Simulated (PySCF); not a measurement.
C3H6O. Atoms are numbered in the order given.

```xyz
10

C     -1.2835     0.0000     0.6109
C      0.0000     0.0000    -0.1856
C      1.2835     0.0000     0.6109
O      0.0000     0.0000    -1.3925
H     -1.3288     0.8843     1.2664
H     -1.3288    -0.8843     1.2664
H     -2.1427     0.0000    -0.0711
H      2.1427     0.0000    -0.0711
H      1.3288     0.8843     1.2664
H      1.3288    -0.8843     1.2664
```
Charge 0, spin multiplicity 1.

Geometry optimised at PBE0-D3(BJ)/def2-SVP.

All values below come from SMD-M06-2X/6-31G* (PySCF).

Solvation free energies are E(SMD) − E(gas) at the gas-phase geometry, for 1 M in both phases. In vacuum the dipole moment is 2.82 D.

```tsv
solvent	ΔG(solv) (kcal/mol)	its non-electrostatic (CDS) part	dipole (D)
water	-3.6	3.6	3.99
N,N-dimethylformamide	-5.4	-1.2	3.52
acetonitrile	-5.2	-0.8	3.57
```
